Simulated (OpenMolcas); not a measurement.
# BClO (boron chloride oxide): HF/ANO-S-VDZP (Cholesky decomposition)

Aim: the vertical singlet–triplet gap of BClO (boron chloride oxide) at HF/ANO-S-VDZP (Cholesky decomposition), from 2 runs. 

The results are computed with OpenMolcas 26.06.

### Step 1. The molecule

The species is BClO (3 atoms), typed as a singlet with charge 0. As SMILES, `O=BCl`. Geometry: a GFN2-xTB relaxation, a rough one for these elements and not checked as a minimum.

Bond lengths: O1–B2 1.193 Å, B2–Cl3 1.639 Å. Angles: O1–B2–Cl3 179.9°.

### Step 2. The energy at HF/ANO-S-VDZP (Cholesky decomposition)

Contents of mol.input:

```
>>> EXPORT MOLCAS_PRINT=2

&gateway
 basisset
 O.ANO-S-VDZP....
 O1 1.019560 0.606200 0.626990 angstrom
 End of Basis
 basisset
 B.ANO-S-VDZP....
 B2 0.113080 0.066620 0.069470 angstrom
 End of Basis
 basisset
 Cl.ANO-S-VDZP....
 Cl3 -1.132640 -0.672810 -0.696460 angstrom
 End of Basis

&seward
 low

&scf
 prorbitals
 0
```

Command:

```console
$ export MOLCAS_MEM=1860
$ pymolcas mol.input > mol.log
```

The program printed (excerpt; [...] marks lines left out):

```text
--- Start Module: gateway ---
[...]
       Convergence after  11 Iterations
[...]
      Total electronic charge=   30.000000
      Total            charge=   -0.000000
[...]
      Dipole Moment (debye):
      Origin of the operator (angstrom)=   -0.3559   -0.2113   -0.2188
                   X= -2.5069E+00               Y= -1.4925E+00               Z= -1.5419E+00           Total=  3.3000E+00
      Quadrupole Moment (debye*angstrom):
[...]
--- Stop Module: scf /rc=_RC_ALL_IS_WELL_ ---
[...]
```

Run time: 2.4 s. Hardware: 1 thread of Arm Neoverse V1, shared host; peak memory 0.2 GiB.

### Step 3. The triplet at the same level

Contents of mol.input:

```
&GATEWAY
BASISSET
O.ANO-S-VDZP....
O1 1.019560 0.606200 0.626990 angstrom
End of Basis
BASISSET
B.ANO-S-VDZP....
B2 0.113080 0.066620 0.069470 angstrom
End of Basis
BASISSET
Cl.ANO-S-VDZP....
Cl3 -1.132640 -0.672810 -0.696460 angstrom
End of Basis
&SEWARD
LOW
&SCF
UHF
SPIN
3
PRORBITALS
0
```

Command:

```console
$ export MOLCAS_MEM=1860
$ pymolcas mol.input > mol.log
```

The program printed (excerpt; [...] marks lines left out):

```text
--- Start Module: gateway ---
[...]
       Convergence after  36 Iterations
[...]
      Dipole Moment (debye):
      Origin of the operator (angstrom)=   -0.3559   -0.2113   -0.2188
                   X=  1.2618E-01               Y=  1.0634E-01               Z=  8.2797E-02           Total=  1.8462E-01
      Quadrupole Moment (debye*angstrom):
[...]
--- Stop Module: scf /rc=_RC_ALL_IS_WELL_ ---
[...]
```

It took 4.2 s on 1 thread of Arm Neoverse V1, shared host; peak memory 0.2 GiB.

### Step 4. Summary of results

At HF/ANO-S-VDZP (Cholesky decomposition):

| quantity | value |
| --- | --- |
| singlet: total energy | -559.14515 Eh |
| singlet: dipole moment | 3.30 D |
| singlet: HOMO energy | -13.74 eV |
| singlet: LUMO energy | 2.76 eV |
| singlet: HOMO–LUMO gap | 16.50 eV |
| triplet: total energy | -558.90197 Eh |
| triplet: dipole moment | 0.18 D |
| triplet: HOMO energy (highest over α and β) | -5.74 eV |
| triplet: LUMO energy (lowest over α and β) | -0.88 eV |
| triplet: ⟨S²⟩ | 2.020 |
| vertical energy of the triplet above the singlet | 6.617 eV |

In words: At this shape the triplet lies 6.62 eV (638 kJ/mol) above the singlet. Mulliken charges (singlet) run from -0.22 on O1 to +0.12 on Cl3. Mulliken charges (triplet) run from -0.18 on B2 to +0.11 on O1.
